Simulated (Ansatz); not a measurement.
**PF₂ (quartet): from Hartree-Fock to the top rungs, def2-QZVPP**

One table from this session's results is given with a row withheld; the runs are named, their logs left out.

Computed with Ansatz 0.2.0, Gaussian basis. Level: def2-QZVPP, core rule «outside noble gas», up to 7 orbitals frozen.

To be run: UHF; ROHF; CCSD(T) on UHF.

## What is computed

The geometry is a PBE0/def2-TZVP stationary point (not a proven minimum).

3 atoms, charge 0, spin multiplicity 4.

Atoms are counted from 1 here; the program's logs count them from 0.

Bond lengths: F1–P2 1.636 Å, P2–F3 1.636 Å. Angles: F1–P2–F3 180.0°.

Set-up of the first run:

in.yaml reads:

```yaml
crystal:
  periodic: [false, false, false]
  atoms:
    - {symbol: F, position_ang: [0.000000, 0.000000, 1.635900]}
    - {symbol: P, position_ang: [0.000000, 0.000000, 0.000000]}
    - {symbol: F, position_ang: [0.000000, 0.000000, -1.635900]}
basis:
  gaussian: {orbitals: "def2-QZVPP.json"}
magnetization: {spin_polarized: true, initial_magnetization: 3}
hamiltonian: {xc: hf}
output: {orbitals: {seedname: orbitals}}
```

Launch:

```
$ ansatz run in.yaml --threads 1 --pin off --events-out ev --progress --plain --max-ram 2393MiB
```

Steps of the session up to this table: UHF; ROHF; CCSD(T) on UHF.

One table of the session follows, with a row left open; its other results are not shown here.

```
  method  from UCCSD(T) (kcal/mol)
    ROHF                   +432.57
     UHF                         ?
    UMP2                    +17.99
   UCCSD                    +15.10
UCCSD(T)                         0
```

Estimate the missing values for UHF.

**Answer.** from UCCSD(T) (kcal/mol): +428.14. In the column «from UCCSD(T) (kcal/mol)» it lies between UMP2 (+17.99) and ROHF (+432.57).
